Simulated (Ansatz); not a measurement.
in.yaml

```yaml
crystal:
  periodic: [false, false, false]
  atoms:
    - {symbol: B, position_ang: [-0.008879, -1.312613, 1.090701]}
    - {symbol: S, position_ang: [0.047746, 0.340081, 1.503234]}
    - {symbol: Ga, position_ang: [-0.040514, 0.049769, -0.838205]}
    - {symbol: H, position_ang: [1.378800, -0.182609, -1.538412]}
basis:
  gaussian: {orbitals: cc-pVDZ}
total_charge: 1
magnetization: {spin_polarized: false, initial_magnetization: 2}
correlation: {method: ccsd, electrons: outside_noble_gas}
scf: {lower_state_search: off}
```

```sh
$ ansatz run in.yaml --threads 1 --pin off --events-out ev --progress --plain --max-ram 2393MiB
```

Output:

```
these checks for a lower state are left out or cut short: stability, starts, cluster_reference, orbital_swaps, neighbouring_geometries, increment
691 factors; integrals over basis functions are off by at most 8.8e-4 eV
mean field evaluation 1: about -63825.4303 eV, gradient 2.0e1 eV
mean field evaluation 2: about -63825.4810 eV, gradient 2.0e1 eV
mean field evaluation 4: about -63828.0389 eV, gradient 3.5e0 eV
mean field evaluation 8: about -63828.3182 eV, gradient 3.2e-1 eV
mean field evaluation 16: about -63828.3260 eV, gradient 3.2e-6 eV
mean field -63828.32598567 eV, -2345.6477155802 hartree, gradient 3.2e-6 eV, S^2 2.000000; 0 other end points of the search recorded, 0 dependent functions left out
20 core orbitals not correlated: weight in the atoms' cores, before any rotation towards them, 0.994 or more for the frozen orbitals, at most 0.009 for the correlated occupied ones
reference -63828.32598567 eV, -2345.6477155802 hartree; 7, 5 occupied and 37, 39 virtual orbitals, 691 factors
second order -6.08272194 eV of doubles, -0.05395671 eV of singles
cycle   1  -6.51466099 eV  change   -3.8e-1 eV  update   1.0e-1
cycle   2  -6.80456745 eV  change   -2.9e-1 eV  update   4.1e-2
cycle   3  -6.93380595 eV  change   -1.3e-1 eV  update   2.9e-2
cycle   4  -6.93554620 eV  change   -1.7e-3 eV  update   1.1e-2
cycle   5  -6.93936884 eV  change   -3.8e-3 eV  update   5.4e-3
cycle   6  -6.94158041 eV  change   -2.2e-3 eV  update   3.2e-3
cycle   7  -6.94234912 eV  change   -7.7e-4 eV  update   2.3e-3
cycle   8  -6.94306250 eV  change   -7.1e-4 eV  update   1.8e-3
cycle   9  -6.94290227 eV  change    1.6e-4 eV  update   1.4e-3
cycle  10  -6.94290061 eV  change    1.7e-6 eV  update   1.0e-3
cycle  11  -6.94324338 eV  change   -3.4e-4 eV  update   7.3e-4
cycle  12  -6.94318335 eV  change    6.0e-5 eV  update   4.8e-4
cycle  13  -6.94326799 eV  change   -8.5e-5 eV  update   2.7e-4
cycle  14  -6.94304749 eV  change    2.2e-4 eV  update   1.4e-4
cycle  15  -6.94302210 eV  change    2.5e-5 eV  update   7.8e-5
cycle  16  -6.94303810 eV  change   -1.6e-5 eV  update   4.3e-5
cycle  17  -6.94304813 eV  change   -1.0e-5 eV  update   2.5e-5
cycle  18  -6.94304846 eV  change   -3.3e-7 eV  update   1.4e-5
Total energy: -63835.26903413 eV, -2345.9028679049 hartree
Checks for a lower state left out: stability, starts, cluster_reference, orbital_swaps, neighbouring_geometries, increment
```

Ran on 1 thread of AMD EPYC 7B13, shared host: 2.1 s wall, 0.21 GiB peak host memory.
